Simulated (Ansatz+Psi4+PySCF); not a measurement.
Values are calculated unless marked as measured or tabulated.
A run of PySCF 2.14.0 on singlet CH2F2 at this shape:

```xyz
5

C     0.0000    0.0000    0.5029
F     0.0000    1.1097   -0.2906
F     0.0000   -1.1097   -0.2906
H    -0.9084    0.0000    1.1067
H     0.9084    0.0000    1.1067
```

Its results:

```yaml
Converged: yes
Reference_energy: -237.99396 hartree
Correlation_energy: -0.67380 hartree
Total_energy: -238.66776 hartree
Spin_squared_of_the_determinant: 0.000
```

Which input gives this output? Name the method, the orbitals and the basis set, and write the input.

RHF-MP2 in cc-pVTZ. An unrestricted run that stays on the closed shell gives the same numbers.

```python
from pyscf import gto, scf, mp

mol = gto.M(atom="""
C 0.000000 0.000000 0.502900
F 0.000000 1.109720 -0.290600
F 0.000000 -1.109720 -0.290600
H -0.908370 0.000000 1.106700
H 0.908370 0.000000 1.106700
""", basis='cc-pvtz', charge=0, spin=0)
mf = scf.RHF(mol)
mf.kernel()
pt = mp.MP2(mf, frozen=3).run()
print(mf.e_tot, pt.e_corr, pt.e_tot)
```
